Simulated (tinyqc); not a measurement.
Inside a calculation (part 2 of 2). Method: UHF in the sto-3g basis, for H3O+, spin multiplicity 1. Computed by tinyqc, a small Python program that keeps every step (integrals from PySCF). Command: `OMP_NUM_THREADS=1 python tinyqc.py 21005 21006 out.jsonl` (the two numbers bound the seeds that draw the settings). One thread of a shared host (Intel(R) Xeon(R) Processor @ 2.60GHz), about 0.2 s of CPU time with the checks.

Geometry (angstrom):
```
atom        x        y       z
O      0.0000   0.0000  0.2210
H      1.0180   0.0000  0.0000
H     -0.5090   0.8820  0.0000
H     -0.5090  -0.8820  0.0000
```

## Iteration 1: diagonalisation and new density

F(alpha) (hartree), order 1O 1s, 1O 2s, 1O 2px, 1O 2py, 1O 2pz, 2H 1s, 3H 1s, 4H 1s:
```
[[-20.9428, -5.3442, -0.0021, 0.0003, 0.0041, -1.0085, -1.0056, -1.0075],
 [-5.3442, -2.9275, -0.0258, 0.0318, 0.0772, -1.1078, -1.0876, -1.0763],
 [-0.0021, -0.0258, -1.0023, 0.0019, 0.0026, -0.6321, 0.2940, 0.2939],
 [0.0003, 0.0318, 0.0019, -1.0232, 0.1543, 0.0021, -0.4958, 0.4998],
 [0.0041, 0.0772, 0.0026, 0.1543, -0.6921, 0.1403, 0.0545, 0.2167],
 [-1.0085, -1.1078, -0.6321, 0.0021, 0.1403, -0.8491, -0.3540, -0.3593],
 [-1.0056, -1.0876, 0.2940, -0.4958, 0.0545, -0.3540, -0.7670, -0.3284],
 [-1.0075, -1.0763, 0.2939, 0.4998, 0.2167, -0.3593, -0.3284, -0.7895]]
```

F(beta) (hartree), order 1O 1s, 1O 2s, 1O 2px, 1O 2py, 1O 2pz, 2H 1s, 3H 1s, 4H 1s:
```
[[-20.9428, -5.3442, -0.0021, -0.0003, 0.0041, -1.0085, -1.0075, -1.0056],
 [-5.3442, -2.9275, -0.0258, -0.0318, 0.0772, -1.1078, -1.0763, -1.0876],
 [-0.0021, -0.0258, -1.0023, -0.0019, 0.0026, -0.6321, 0.2939, 0.2940],
 [-0.0003, -0.0318, -0.0019, -1.0232, -0.1543, -0.0021, -0.4998, 0.4958],
 [0.0041, 0.0772, 0.0026, -0.1543, -0.6921, 0.1403, 0.2167, 0.0545],
 [-1.0085, -1.1078, -0.6321, -0.0021, 0.1403, -0.8491, -0.3593, -0.3540],
 [-1.0075, -1.0763, 0.2939, -0.4998, 0.2167, -0.3593, -0.7895, -0.3284],
 [-1.0056, -1.0876, 0.2940, 0.4958, 0.0545, -0.3540, -0.3284, -0.7670]]
```

X, order 1O 1s, 1O 2s, 1O 2px, 1O 2py, 1O 2pz, 2H 1s, 3H 1s, 4H 1s:
```
[[1.0247, -0.1463, 0.0000, 0.0000, 0.0042, 0.0192, 0.0192, 0.0192],
 [-0.1463, 1.2597, 0.0001, 0.0000, -0.0425, -0.2375, -0.2373, -0.2373],
 [0.0000, 0.0001, 1.0996, 0.0000, 0.0000, -0.2399, 0.1199, 0.1199],
 [0.0000, 0.0000, 0.0000, 1.0996, 0.0000, 0.0000, -0.2077, 0.2077],
 [0.0042, -0.0425, 0.0000, 0.0000, 1.0076, 0.0426, 0.0426, 0.0426],
 [0.0192, -0.2375, -0.2399, 0.0000, 0.0426, 1.1600, -0.0572, -0.0572],
 [0.0192, -0.2373, 0.1199, -0.2077, 0.0426, -0.0572, 1.1599, -0.0571],
 [0.0192, -0.2373, 0.1199, 0.2077, 0.0426, -0.0572, -0.0571, 1.1599]]
```

D(alpha) at the start, order 1O 1s, 1O 2s, 1O 2px, 1O 2py, 1O 2pz, 2H 1s, 3H 1s, 4H 1s:
```
[[1.0239, -0.0974, 0.0000, 0.0155, -0.0068, -0.0600, -0.0772, -0.0427],
 [-0.0974, 0.4854, -0.0001, -0.0553, 0.0240, 0.1449, 0.2064, 0.0832],
 [0.0000, -0.0001, 0.7018, 0.0000, 0.0000, 0.2083, -0.1042, -0.1042],
 [0.0155, -0.0553, 0.0000, 0.9482, -0.3758, -0.0007, -0.0948, 0.0935],
 [-0.0068, 0.0240, 0.0000, -0.3758, 0.5811, -0.0176, 0.4013, -0.4364],
 [-0.0600, 0.1449, 0.2083, -0.0007, -0.0176, 0.1071, 0.0151, 0.0136],
 [-0.0772, 0.2064, -0.1042, -0.0948, 0.4013, 0.0151, 0.4145, -0.2917],
 [-0.0427, 0.0832, -0.1042, 0.0935, -0.4364, 0.0136, -0.2917, 0.4115]]
```

D(beta) at the start, order 1O 1s, 1O 2s, 1O 2px, 1O 2py, 1O 2pz, 2H 1s, 3H 1s, 4H 1s:
```
[[1.0239, -0.0974, 0.0000, -0.0155, -0.0068, -0.0600, -0.0427, -0.0772],
 [-0.0974, 0.4854, -0.0001, 0.0553, 0.0240, 0.1449, 0.0832, 0.2064],
 [0.0000, -0.0001, 0.7018, 0.0000, 0.0000, 0.2083, -0.1042, -0.1042],
 [-0.0155, 0.0553, 0.0000, 0.9482, 0.3758, 0.0007, -0.0935, 0.0948],
 [-0.0068, 0.0240, 0.0000, 0.3758, 0.5811, -0.0176, -0.4364, 0.4013],
 [-0.0600, 0.1449, 0.2083, 0.0007, -0.0176, 0.1071, 0.0136, 0.0151],
 [-0.0427, 0.0832, -0.1042, -0.0935, -0.4364, 0.0136, 0.4115, -0.2917],
 [-0.0772, 0.2064, -0.1042, 0.0948, 0.4013, 0.0151, -0.2917, 0.4145]]
```

overlap S, order 1O 1s, 1O 2s, 1O 2px, 1O 2py, 1O 2pz, 2H 1s, 3H 1s, 4H 1s:
```
[[1.0000, 0.2367, 0.0000, 0.0000, 0.0000, 0.0441, 0.0441, 0.0441],
 [0.2367, 1.0000, 0.0000, 0.0000, 0.0000, 0.4211, 0.4209, 0.4209],
 [0.0000, 0.0000, 1.0000, 0.0000, 0.0000, 0.3545, -0.1771, -0.1771],
 [0.0000, 0.0000, 0.0000, 1.0000, 0.0000, 0.0000, 0.3070, -0.3070],
 [0.0000, 0.0000, 0.0000, 0.0000, 1.0000, -0.0770, -0.0769, -0.0769],
 [0.0441, 0.4211, 0.3545, 0.0000, -0.0770, 1.0000, 0.1736, 0.1736],
 [0.0441, 0.4209, -0.1771, 0.3070, -0.0769, 0.1736, 1.0000, 0.1735],
 [0.0441, 0.4209, -0.1771, -0.3070, -0.0769, 0.1736, 0.1735, 1.0000]]
```

Diagonalise F' = X^T F X, C = X C', fill 5 alpha and 5 beta electrons from the bottom; D(s) = C_occ C_occ^T; the new density keeps 0.7 of the old one (damping). Each column has its largest component positive (the first on a tie).

F' = X^T F X (alpha) (hartree):
```
[[-20.5519, -2.7620, 0.0007, -0.0046, 0.0129, -0.1267, -0.1241, -0.1297],
 [-2.7620, -1.6314, -0.0219, 0.0382, -0.0052, -0.4683, -0.4808, -0.4503],
 [0.0007, -0.0219, -0.7631, 0.0020, 0.0016, -0.4844, 0.2377, 0.2367],
 [-0.0046, 0.0382, 0.0020, -0.8212, 0.2034, 0.0007, -0.3619, 0.3616],
 [0.0129, -0.0052, 0.0016, 0.2034, -0.6750, 0.0844, -0.0474, 0.2136],
 [-0.1267, -0.4683, -0.4844, 0.0007, 0.0844, -0.3512, -0.0936, -0.0941],
 [-0.1241, -0.4808, 0.2377, -0.3619, -0.0474, -0.0936, -0.2926, -0.0505],
 [-0.1297, -0.4503, 0.2367, 0.3616, 0.2136, -0.0941, -0.0505, -0.3108]]
```

orbital energies (alpha) (hartree): [-20.9523, -1.7195, -1.1407, -1.1392, -0.7601, 0.0154, 0.1380, 0.1611]

coefficients C (alpha), order 1O 1s, 1O 2s, 1O 2px, 1O 2py, 1O 2pz, 2H 1s, 3H 1s, 4H 1s:
```
[[0.9939, -0.2365, 0.0147, -0.0030, -0.0370, -0.1596, 0.0142, 0.0389],
 [0.0276, 0.8553, -0.0606, 0.0052, 0.1769, 0.9709, -0.1062, -0.2407],
 [0.0001, 0.0379, 0.7325, -0.2195, 0.0055, 0.2105, -0.0391, 0.8145],
 [0.0000, -0.0265, 0.2320, 0.7843, -0.0746, 0.1339, 0.7760, 0.0071],
 [-0.0014, -0.0613, -0.0566, -0.1997, 0.9064, -0.1931, 0.3366, 0.0598],
 [-0.0050, 0.1391, 0.3271, -0.0811, -0.0576, -0.8387, 0.1353, -0.7813],
 [-0.0050, 0.1036, -0.0952, 0.2604, 0.2572, -0.6386, -0.7219, 0.6205],
 [-0.0049, 0.1050, -0.2176, -0.1446, -0.3659, -0.3572, 0.8554, 0.6286]]
```

F' = X^T F X (beta) (hartree):
```
[[-20.5519, -2.7620, 0.0007, 0.0046, 0.0129, -0.1267, -0.1297, -0.1241],
 [-2.7620, -1.6314, -0.0219, -0.0382, -0.0052, -0.4683, -0.4503, -0.4808],
 [0.0007, -0.0219, -0.7631, -0.0020, 0.0016, -0.4844, 0.2367, 0.2377],
 [0.0046, -0.0382, -0.0020, -0.8212, -0.2034, -0.0007, -0.3616, 0.3619],
 [0.0129, -0.0052, 0.0016, -0.2034, -0.6750, 0.0844, 0.2136, -0.0474],
 [-0.1267, -0.4683, -0.4844, -0.0007, 0.0844, -0.3512, -0.0941, -0.0936],
 [-0.1297, -0.4503, 0.2367, -0.3616, 0.2136, -0.0941, -0.3108, -0.0505],
 [-0.1241, -0.4808, 0.2377, 0.3619, -0.0474, -0.0936, -0.0505, -0.2926]]
```

orbital energies (beta) (hartree): [-20.9523, -1.7195, -1.1407, -1.1392, -0.7601, 0.0154, 0.1380, 0.1611]

coefficients C (beta), order 1O 1s, 1O 2s, 1O 2px, 1O 2py, 1O 2pz, 2H 1s, 3H 1s, 4H 1s:
```
[[0.9939, -0.2365, 0.0147, 0.0030, -0.0370, -0.1596, 0.0142, 0.0389],
 [0.0276, 0.8553, -0.0606, -0.0052, 0.1769, 0.9709, -0.1062, -0.2407],
 [0.0001, 0.0379, 0.7325, 0.2195, 0.0055, 0.2105, -0.0391, 0.8145],
 [0.0000, 0.0265, -0.2320, 0.7843, 0.0746, -0.1339, -0.7760, -0.0071],
 [-0.0014, -0.0613, -0.0566, 0.1997, 0.9064, -0.1931, 0.3366, 0.0598],
 [-0.0050, 0.1391, 0.3271, 0.0811, -0.0576, -0.8387, 0.1353, -0.7813],
 [-0.0049, 0.1050, -0.2176, 0.1446, -0.3659, -0.3572, 0.8554, 0.6286],
 [-0.0050, 0.1036, -0.0952, -0.2604, 0.2572, -0.6386, -0.7219, 0.6205]]
```

D(alpha) after iteration 1, order 1O 1s, 1O 2s, 1O 2px, 1O 2py, 1O 2pz, 2H 1s, 3H 1s, 4H 1s:
```
[[1.0303, -0.1229, 0.0007, 0.0138, -0.0110, -0.0512, -0.0664, -0.0356],
 [-0.1229, 0.5700, -0.0037, -0.0525, 0.0498, 0.1279, 0.1868, 0.0694],
 [0.0007, -0.0037, 0.6671, -0.0011, 0.0015, 0.2245, -0.1094, -0.1106],
 [0.0138, -0.0525, -0.0011, 0.8663, -0.3338, 0.0034, -0.0183, 0.0236],
 [-0.0110, 0.0498, 0.0015, -0.3338, 0.6673, -0.0312, 0.3349, -0.3946],
 [-0.0512, 0.1279, 0.2245, 0.0034, -0.0312, 0.1159, -0.0053, 0.0024],
 [-0.0664, 0.1868, -0.1094, -0.0183, 0.3349, -0.0053, 0.3363, -0.2342],
 [-0.0356, 0.0694, -0.1106, 0.0236, -0.3946, 0.0024, -0.2342, 0.3520]]
```

D(beta) after iteration 1, order 1O 1s, 1O 2s, 1O 2px, 1O 2py, 1O 2pz, 2H 1s, 3H 1s, 4H 1s:
```
[[1.0303, -0.1229, 0.0007, -0.0138, -0.0110, -0.0512, -0.0356, -0.0664],
 [-0.1229, 0.5700, -0.0037, 0.0525, 0.0498, 0.1279, 0.0694, 0.1868],
 [0.0007, -0.0037, 0.6671, 0.0011, 0.0015, 0.2245, -0.1106, -0.1094],
 [-0.0138, 0.0525, 0.0011, 0.8663, 0.3338, -0.0034, -0.0236, 0.0183],
 [-0.0110, 0.0498, 0.0015, 0.3338, 0.6673, -0.0312, -0.3946, 0.3349],
 [-0.0512, 0.1279, 0.2245, -0.0034, -0.0312, 0.1159, 0.0024, -0.0053],
 [-0.0356, 0.0694, -0.1106, -0.0236, -0.3946, 0.0024, 0.3520, -0.2342],
 [-0.0664, 0.1868, -0.1094, 0.0183, 0.3349, -0.0053, -0.2342, 0.3363]]
```

## Iteration 2: building the Fock matrix

core Hamiltonian H = T + V (hartree), order 1O 1s, 1O 2s, 1O 2px, 1O 2py, 1O 2pz, 2H 1s, 3H 1s, 4H 1s:
```
[[-33.1389, -7.7117, 0.0000, 0.0000, 0.0083, -1.4489, -1.4478, -1.4478],
 [-7.7117, -9.7558, -0.0001, 0.0000, 0.1006, -3.3908, -3.3889, -3.3889],
 [0.0000, -0.0001, -8.0058, 0.0000, 0.0000, -2.3840, 1.1911, 1.1911],
 [0.0000, 0.0000, 0.0000, -8.0058, 0.0000, 0.0000, -2.0640, 2.0640],
 [0.0083, 0.1006, 0.0000, 0.0000, -7.8726, 0.5442, 0.5438, 0.5438],
 [-1.4489, -3.3908, -2.3840, 0.0000, 0.5442, -5.0239, -1.1412, -1.1412],
 [-1.4478, -3.3889, 1.1911, -2.0640, 0.5438, -1.1412, -5.0227, -1.1402],
 [-1.4478, -3.3889, 1.1911, 2.0640, 0.5438, -1.1412, -1.1402, -5.0227]]
```

nuclear repulsion = 13.089315 hartree

Given earlier and not repeated: Two-electron integrals (ij|kl) in chemists' order.

J_ij = sum D_kl (ij|kl) with D = D(alpha) + D(beta), K_ij = sum D_kl (ik|jl) for each spin; F = H + J - K(s); E = tr D H + tr D J / 2 - 0.5 sum_s tr D(s) K(s) + E_nn.

Coulomb J (hartree), order 1O 1s, 1O 2s, 1O 2px, 1O 2py, 1O 2pz, 2H 1s, 3H 1s, 4H 1s:
```
[[17.1384, 3.2289, -0.0011, 0.0000, -0.0026, 0.6057, 0.6053, 0.6053],
 [3.2289, 8.0674, -0.0172, 0.0000, -0.0428, 2.7942, 2.8134, 2.8134],
 [-0.0011, -0.0172, 8.0730, 0.0000, 0.0026, 2.1377, -1.0890, -1.0890],
 [0.0000, 0.0000, 0.0000, 8.1005, 0.0000, 0.0000, 1.8801, -1.8801],
 [-0.0026, -0.0428, 0.0026, 0.0000, 8.0054, -0.4764, -0.4818, -0.4818],
 [0.6057, 2.7942, 2.1377, 0.0000, -0.4764, 4.6754, 0.9500, 0.9500],
 [0.6053, 2.8134, -1.0890, 1.8801, -0.4818, 0.9500, 4.7947, 0.9553],
 [0.6053, 2.8134, -1.0890, -1.8801, -0.4818, 0.9500, 0.9553, 4.7947]]
```

exchange K(alpha) (hartree), order 1O 1s, 1O 2s, 1O 2px, 1O 2py, 1O 2pz, 2H 1s, 3H 1s, 4H 1s:
```
[[4.8590, 0.8392, 0.0007, -0.0004, -0.0009, 0.1621, 0.1604, 0.1619],
 [0.8392, 1.2188, 0.0009, -0.0285, -0.0180, 0.4968, 0.5028, 0.4939],
 [0.0007, 0.0009, 1.0140, -0.0020, 0.0012, 0.3744, -0.1911, -0.1918],
 [-0.0004, -0.0285, -0.0020, 1.0618, -0.1400, -0.0014, 0.3137, -0.3174],
 [-0.0009, -0.0180, 0.0012, -0.1400, 0.8403, -0.0759, -0.0083, -0.1477],
 [0.1621, 0.4968, 0.3744, -0.0014, -0.0759, 0.4772, 0.1537, 0.1594],
 [0.1604, 0.5028, -0.1911, 0.3137, -0.0083, 0.1537, 0.5298, 0.1417],
 [0.1619, 0.4939, -0.1918, -0.3174, -0.1477, 0.1594, 0.1417, 0.5574]]
```

exchange K(beta) (hartree), order 1O 1s, 1O 2s, 1O 2px, 1O 2py, 1O 2pz, 2H 1s, 3H 1s, 4H 1s:
```
[[4.8590, 0.8392, 0.0007, 0.0004, -0.0009, 0.1621, 0.1619, 0.1604],
 [0.8392, 1.2188, 0.0009, 0.0285, -0.0180, 0.4968, 0.4939, 0.5028],
 [0.0007, 0.0009, 1.0140, 0.0020, 0.0012, 0.3744, -0.1918, -0.1911],
 [0.0004, 0.0285, 0.0020, 1.0618, 0.1400, 0.0014, 0.3174, -0.3137],
 [-0.0009, -0.0180, 0.0012, 0.1400, 0.8403, -0.0759, -0.1477, -0.0083],
 [0.1621, 0.4968, 0.3744, 0.0014, -0.0759, 0.4772, 0.1594, 0.1537],
 [0.1619, 0.4939, -0.1918, 0.3174, -0.1477, 0.1594, 0.5574, 0.1417],
 [0.1604, 0.5028, -0.1911, -0.3137, -0.0083, 0.1537, 0.1417, 0.5298]]
```

F(alpha) (hartree), order 1O 1s, 1O 2s, 1O 2px, 1O 2py, 1O 2pz, 2H 1s, 3H 1s, 4H 1s:
```
[[-20.8595, -5.3220, -0.0018, 0.0004, 0.0066, -1.0054, -1.0028, -1.0044],
 [-5.3220, -2.9072, -0.0182, 0.0285, 0.0759, -1.0935, -1.0783, -1.0693],
 [-0.0018, -0.0182, -0.9469, 0.0020, 0.0014, -0.6207, 0.2932, 0.2939],
 [0.0004, 0.0285, 0.0020, -0.9671, 0.1400, 0.0014, -0.4975, 0.5012],
 [0.0066, 0.0759, 0.0014, 0.1400, -0.7075, 0.1437, 0.0702, 0.2096],
 [-1.0054, -1.0935, -0.6207, 0.0014, 0.1437, -0.8257, -0.3449, -0.3507],
 [-1.0028, -1.0783, 0.2932, -0.4975, 0.0702, -0.3449, -0.7579, -0.3266],
 [-1.0044, -1.0693, 0.2939, 0.5012, 0.2096, -0.3507, -0.3266, -0.7855]]
```

F(beta) (hartree), order 1O 1s, 1O 2s, 1O 2px, 1O 2py, 1O 2pz, 2H 1s, 3H 1s, 4H 1s:
```
[[-20.8595, -5.3220, -0.0018, -0.0004, 0.0066, -1.0054, -1.0044, -1.0028],
 [-5.3220, -2.9072, -0.0182, -0.0285, 0.0759, -1.0935, -1.0693, -1.0783],
 [-0.0018, -0.0182, -0.9469, -0.0020, 0.0014, -0.6207, 0.2939, 0.2932],
 [-0.0004, -0.0285, -0.0020, -0.9671, -0.1400, -0.0014, -0.5012, 0.4975],
 [0.0066, 0.0759, 0.0014, -0.1400, -0.7075, 0.1437, 0.2096, 0.0702],
 [-1.0054, -1.0935, -0.6207, -0.0014, 0.1437, -0.8257, -0.3507, -0.3449],
 [-1.0044, -1.0693, 0.2939, -0.5012, 0.2096, -0.3507, -0.7855, -0.3266],
 [-1.0028, -1.0783, 0.2932, 0.4975, 0.0702, -0.3449, -0.3266, -0.7579]]
```

total energy of this density = -74.779619 hartree

This density is a damped mixture and is not idempotent.

## Iteration 2: diagonalisation and new density

As before.

F' = X^T F X (alpha) (hartree):
```
[[-20.4705, -2.7500, 0.0001, -0.0040, 0.0155, -0.1277, -0.1255, -0.1303],
 [-2.7500, -1.6187, -0.0147, 0.0344, -0.0092, -0.4652, -0.4767, -0.4483],
 [0.0001, -0.0147, -0.7017, 0.0023, 0.0005, -0.4893, 0.2405, 0.2400],
 [-0.0040, 0.0344, 0.0023, -0.7516, 0.1828, -0.0002, -0.3787, 0.3772],
 [0.0155, -0.0092, 0.0005, 0.1828, -0.6895, 0.0890, -0.0259, 0.2010],
 [-0.1277, -0.4652, -0.4893, -0.0002, 0.0890, -0.3303, -0.0874, -0.0892],
 [-0.1255, -0.4767, 0.2405, -0.3787, -0.0259, -0.0874, -0.2804, -0.0554],
 [-0.1303, -0.4483, 0.2400, 0.3772, 0.2010, -0.0892, -0.0554, -0.3061]]
```

orbital energies (alpha) (hartree): [-20.8689, -1.7015, -1.1026, -1.1014, -0.7594, 0.0343, 0.1640, 0.1868]

coefficients C (alpha), order 1O 1s, 1O 2s, 1O 2px, 1O 2py, 1O 2pz, 2H 1s, 3H 1s, 4H 1s:
```
[[0.9939, -0.2371, 0.0103, -0.0043, -0.0395, -0.1614, 0.0112, -0.0245],
 [0.0275, 0.8585, -0.0452, 0.0121, 0.1907, 0.9863, -0.0854, 0.1505],
 [0.0001, 0.0256, 0.6259, -0.4083, 0.0034, 0.1464, 0.0788, -0.8419],
 [0.0000, -0.0216, 0.4278, 0.6649, -0.0596, 0.0982, 0.8056, 0.0872],
 [-0.0015, -0.0649, -0.1043, -0.1669, 0.9193, -0.2271, 0.2879, -0.0073],
 [-0.0049, 0.1319, 0.3091, -0.1822, -0.0636, -0.7759, -0.0120, 0.8461],
 [-0.0049, 0.1036, -0.0077, 0.3070, 0.2138, -0.6530, -0.6771, -0.6573],
 [-0.0049, 0.1074, -0.2764, -0.0997, -0.3352, -0.4475, 0.9106, -0.4776]]
```

F' = X^T F X (beta) (hartree):
```
[[-20.4705, -2.7500, 0.0001, 0.0040, 0.0155, -0.1277, -0.1303, -0.1255],
 [-2.7500, -1.6187, -0.0147, -0.0344, -0.0092, -0.4652, -0.4483, -0.4767],
 [0.0001, -0.0147, -0.7017, -0.0023, 0.0005, -0.4893, 0.2400, 0.2405],
 [0.0040, -0.0344, -0.0023, -0.7516, -0.1828, 0.0002, -0.3772, 0.3787],
 [0.0155, -0.0092, 0.0005, -0.1828, -0.6895, 0.0890, 0.2010, -0.0259],
 [-0.1277, -0.4652, -0.4893, 0.0002, 0.0890, -0.3303, -0.0892, -0.0874],
 [-0.1303, -0.4483, 0.2400, -0.3772, 0.2010, -0.0892, -0.3061, -0.0554],
 [-0.1255, -0.4767, 0.2405, 0.3787, -0.0259, -0.0874, -0.0554, -0.2804]]
```

orbital energies (beta) (hartree): [-20.8689, -1.7015, -1.1026, -1.1014, -0.7594, 0.0343, 0.1640, 0.1868]

coefficients C (beta), order 1O 1s, 1O 2s, 1O 2px, 1O 2py, 1O 2pz, 2H 1s, 3H 1s, 4H 1s:
```
[[0.9939, -0.2371, 0.0103, 0.0043, -0.0395, -0.1614, 0.0112, -0.0245],
 [0.0275, 0.8585, -0.0452, -0.0121, 0.1907, 0.9863, -0.0854, 0.1505],
 [0.0001, 0.0256, 0.6259, 0.4083, 0.0034, 0.1464, 0.0788, -0.8419],
 [0.0000, 0.0216, -0.4278, 0.6649, 0.0596, -0.0982, -0.8056, -0.0872],
 [-0.0015, -0.0649, -0.1043, 0.1669, 0.9193, -0.2271, 0.2879, -0.0073],
 [-0.0049, 0.1319, 0.3091, 0.1822, -0.0636, -0.7759, -0.0120, 0.8461],
 [-0.0049, 0.1074, -0.2764, 0.0997, -0.3352, -0.4475, 0.9106, -0.4776],
 [-0.0049, 0.1036, -0.0077, -0.3070, 0.2138, -0.6530, -0.6771, -0.6573]]
```

D(alpha) after iteration 2, order 1O 1s, 1O 2s, 1O 2px, 1O 2py, 1O 2pz, 2H 1s, 3H 1s, 4H 1s:
```
[[1.0349, -0.1413, 0.0011, 0.0124, -0.0145, -0.0447, -0.0582, -0.0308],
 [-0.1413, 0.6319, -0.0058, -0.0491, 0.0716, 0.1150, 0.1709, 0.0604],
 [0.0011, -0.0058, 0.6347, -0.0021, 0.0024, 0.2385, -0.1146, -0.1166],
 [0.0124, -0.0491, -0.0021, 0.7951, -0.2963, 0.0060, 0.0429, -0.0335],
 [-0.0145, 0.0716, 0.0024, -0.2963, 0.7335, -0.0425, 0.2763, -0.3571],
 [-0.0447, 0.1150, 0.2385, 0.0060, -0.0425, 0.1261, -0.0211, -0.0079],
 [-0.0582, 0.1709, -0.1146, 0.0429, 0.2763, -0.0211, 0.2806, -0.1907],
 [-0.0308, 0.0604, -0.1166, -0.0335, -0.3571, -0.0079, -0.1907, 0.3095]]
```

D(beta) after iteration 2, order 1O 1s, 1O 2s, 1O 2px, 1O 2py, 1O 2pz, 2H 1s, 3H 1s, 4H 1s:
```
[[1.0349, -0.1413, 0.0011, -0.0124, -0.0145, -0.0447, -0.0308, -0.0582],
 [-0.1413, 0.6319, -0.0058, 0.0491, 0.0716, 0.1150, 0.0604, 0.1709],
 [0.0011, -0.0058, 0.6347, 0.0021, 0.0024, 0.2385, -0.1166, -0.1146],
 [-0.0124, 0.0491, 0.0021, 0.7951, 0.2963, -0.0060, 0.0335, -0.0429],
 [-0.0145, 0.0716, 0.0024, 0.2963, 0.7335, -0.0425, -0.3571, 0.2763],
 [-0.0447, 0.1150, 0.2385, -0.0060, -0.0425, 0.1261, -0.0079, -0.0211],
 [-0.0308, 0.0604, -0.1166, 0.0335, -0.3571, -0.0079, 0.3095, -0.1907],
 [-0.0582, 0.1709, -0.1146, -0.0429, 0.2763, -0.0211, -0.1907, 0.2806]]
```

## Convergence

Stop when the energy changes by less than 1e-08 hartree and every element of the error matrix X^T (F D S - S D F) X (for each spin) is below 3e-05.

Course of the cycle:
```
iteration  E (hartree)     change  largest element of the error matrix
1           -74.647079          -                             2.50e-01
2           -74.779619  -1.33e-01                             1.76e-01
3           -74.892980  -1.13e-01                             1.45e-01
4           -74.987089  -9.41e-02                             1.22e-01
5           -75.063332  -7.62e-02                             1.03e-01
6           -75.123908  -6.06e-02                             8.70e-02
7           -75.171302  -4.74e-02                             7.35e-02
8           -75.207938  -3.66e-02                             6.23e-02
9           -75.235994  -2.81e-02                             5.28e-02
10          -75.257326  -2.13e-02                             4.48e-02
11          -75.273454  -1.61e-02                             3.81e-02
12          -75.285596  -1.21e-02                             3.25e-02
13          -75.294707  -9.11e-03                             2.77e-02
14          -75.301526  -6.82e-03                             2.37e-02
...                ...        ...                                  ...
41          -75.321505  -2.63e-06                             4.56e-04
42          -75.321507  -1.99e-06                             3.97e-04
43          -75.321509  -1.51e-06                             3.45e-04
44          -75.321510  -1.14e-06                             3.00e-04
45          -75.321511  -8.65e-07                             2.61e-04
46          -75.321511  -6.57e-07                             2.27e-04
47          -75.321512  -5.00e-07                             1.97e-04
48          -75.321512  -3.81e-07                             1.72e-04
49          -75.321513  -2.91e-07                             1.50e-04
50          -75.321513  -2.22e-07                             1.31e-04
51          -75.321513  -1.70e-07                             1.14e-04
52          -75.321513  -1.30e-07                             9.92e-05
53          -75.321513  -1.00e-07                             8.66e-05
54          -75.321513  -7.70e-08                             7.56e-05
```

PySCF UHF in the same basis, after a stability check = -75.321513 hartree

Not converged within the cap of 54 iterations: the residual falls steadily but slowly, by a factor of about 0.87 a step. Reruns (cap 100 unless said): DIIS 8: converged in 10; damping 0.5: converged in 38; level shift 0.5: converged in 27; atomic densities as start, DIIS 8: converged in 7; the original settings with a cap of 400: converged in 62.
